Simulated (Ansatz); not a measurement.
Reading a saddle point

A first-order saddle point of AlNH3Cl, closed shell, PBE0-D4/def2-TZVP, with one imaginary mode of 1411i cm⁻¹:

```csv
atom,x (Å),y (Å),z (Å)
Al1,-0.7231,-0.7702,-0.5930
N2,0.5188,0.1459,0.4764
H3,0.9355,-0.4799,-0.8264
Cl4,-2.4720,0.4087,-0.8628
H5,1.1456,-0.4260,1.0345
H6,0.5953,1.1215,0.7714
```

Ansatz 0.2.0; basis: def2-TZVPP and def2-QZVPP; cores frozen in the correlated methods. Extrapolation: Hartree–Fock as exp(−7.88 √X), correlation as X^−2.97.

Q: Which contacts change along the imaginary mode, and what lies on either side? (A judgement: the text doesn't fix the answer.)

A: Computed: The step is AlNH₃Cl ([NH2][AlH][Cl]) → AlCl + NH₃ (still joined by a long Al–N bond), with the molecules in contact on both sides. Shortening one way: N2–H3; lengthening the same way: Al1–N2, Al1–H3.
```csv
pair,one side (Å),saddle (Å),other side (Å)
N2–H3,2.91,1.50,1.02
Al1–N2,1.76,1.88,2.26
Al1–H3,1.57,1.70,2.81
```

Q: Which side is lower, and how far does the saddle lie above each? (An estimate is asked for; the value comes from the calculation.)

A: The calculation gives: The side with Al1–N2, Al1–H3 short is lower by 103.1 kJ/mol; the saddle lies 286.5 kJ/mol above it and 183.4 kJ/mol above the other (CCSD(T) at an estimated basis limit (MP2 extrapolated from triple and quadruple zeta, plus CCSD(T) − MP2 in triple zeta); electronic energies).

T1 diagnostic: at most 0.016. The restricted Hartree–Fock reference is unstable towards an unrestricted one at one or more of these structures. A large double-excitation amplitude points to some diradical character; no triplet was computed. The end structure is not quite a true minimum (one mode of 56i cm⁻¹).

Labels in which every atom is bracketed show which atoms are joined, not bond orders.

For scale, one of the runs: CCSD(T)/def2-TZVPP, 157 basis functions, launched by `ansatz run in.yaml --threads 2 --pin off --events-out ev --progress --plain --max-ram 4352MiB`. Time: 13 s of wall clock on 2 CPU threads of an Arm Neoverse V2; the host was shared. Peak host memory: 1 GiB.
